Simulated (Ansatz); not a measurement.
`CCC(C)(C)Cl`, relaxed with RKS PBE-D4/def2-SVP in Ansatz 0.2.0 from a rough embedded geometry. The force threshold is 0.03 eV/Å; the program also tests the step.

Total charge 0; spin multiplicity 1.

Start:

```xyz
17

C    -0.422   -1.800   -0.917
C     0.590   -0.736   -0.508
C     0.067    0.289    0.502
C     1.157    1.295    0.851
C    -1.194    0.998    0.031
Cl   -0.344   -0.592    2.029
H    -1.244   -1.367   -1.481
H     0.062   -2.545   -1.543
H    -0.824   -2.298   -0.038
H     1.465   -1.226   -0.076
H     0.920   -0.189   -1.395
H     2.045    0.787    1.221
H     0.810    1.984    1.618
H     1.426    1.867   -0.035
H    -1.008    1.475   -0.930
H    -2.017    0.298   -0.077
H    -1.488    1.760    0.748
```

```json
{"step": "1", "energy (eV)": "-17867.4591", "largest force (eV/Å)": "0.642", "largest move (Å)": "0.000"}
{"step": "2", "energy (eV)": "-17867.5517", "largest force (eV/Å)": "0.306", "largest move (Å)": "0.050"}
{"step": "3", "energy (eV)": "-17867.5639", "largest force (eV/Å)": "0.175", "largest move (Å)": "0.031"}
{"step": "4", "energy (eV)": "-17867.5640", "largest force (eV/Å)": "0.104", "largest move (Å)": "0.029"}
{"step": "5", "energy (eV)": "-17867.5655", "largest force (eV/Å)": "0.022", "largest move (Å)": "0.023"}
```

End:

```xyz
17

C    -0.417   -1.828   -0.924
C     0.576   -0.746   -0.505
C     0.065    0.304    0.499
C     1.170    1.300    0.852
C    -1.203    1.017    0.033
Cl   -0.363   -0.587    2.070
H    -1.282   -1.411   -1.479
H     0.071   -2.572   -1.584
H    -0.808   -2.362   -0.034
H     1.481   -1.216   -0.066
H     0.923   -0.182   -1.400
H     2.070    0.776    1.230
H     0.829    2.012    1.628
H     1.457    1.877   -0.053
H    -1.004    1.547   -0.923
H    -2.035    0.307   -0.128
H    -1.529    1.763    0.784
```

Run time 24 s (2 threads of an AMD EPYC 7R13 on a shared host); peak host memory 0.23 GiB.
